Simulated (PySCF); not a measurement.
SiH2, triplet in cc-pVDZ: errors against full CI

Geometry: that of the SiH2, singlet, kept fixed. The singlet lies 1.2 eV lower here.

```xyz
3

Si    0.0000   -0.0715    0.0000
H     0.0000    0.9958   -1.0900
H     0.0000    0.9958    1.0900
```

Basis cc-pVDZ; PySCF 2.14.0. Correlated methods freeze the noble-gas cores, which leaves 6 electrons in 23 orbitals. Prefix R: restricted or restricted open-shell reference; prefix U: unrestricted.

Full CI is exact within this basis and frozen core; it isn't the basis-set limit. The frozen core follows each run's orbitals, which can shift R against U totals by a few meV.

- UHF ⟨S²⟩: 2.004
- T1 diagnostic (ROHF- or RHF-based CCSD): 0.0217
- largest doubles amplitude (ROHF- or RHF-based CCSD): 0.046
- T1 diagnostic (UCCSD): 0.0175

```
   level  E − E(full CI) (kJ/mol)  share of correlation (%)  wall time
     RHF                    263.9                      0.00          –
     UHF                    259.7                      1.61          –
    RMP2                     67.1                     74.57          –
    UMP2                     66.7                     74.73          –
   RCCSD                      7.3                     97.23          –
   UCCSD                      7.2                     97.25          –
RCCSD(T)                      1.9                     99.29     0.34 s
UCCSD(T)                      1.8                     99.30     0.26 s
  RCCSDT                      0.1                     99.96      4.3 s
  UCCSDT                      0.1                     99.98      3.7 s
```

The correlation energy at full CI, counted from RHF, is -2.735 eV. Full CI, over all symmetries tried, took 28 s on 1 thread of Arm Neoverse V2, shared host; the state has 560,034 determinants.

Times are those of the correlated step on a shared host, with one SCF added for the restricted CCSD run; they ran on 1 thread of Arm Neoverse V2.

The full-CI state has the irrep B1 of C2v, in the program's axes.

Natural occupations of full CI about the gap: 1.953 1.939 0.995 0.987 0.032 0.027 0.010 0.009 0.009 0.009; effectively unpaired electrons, Σ n²(2−n)², 2.03.
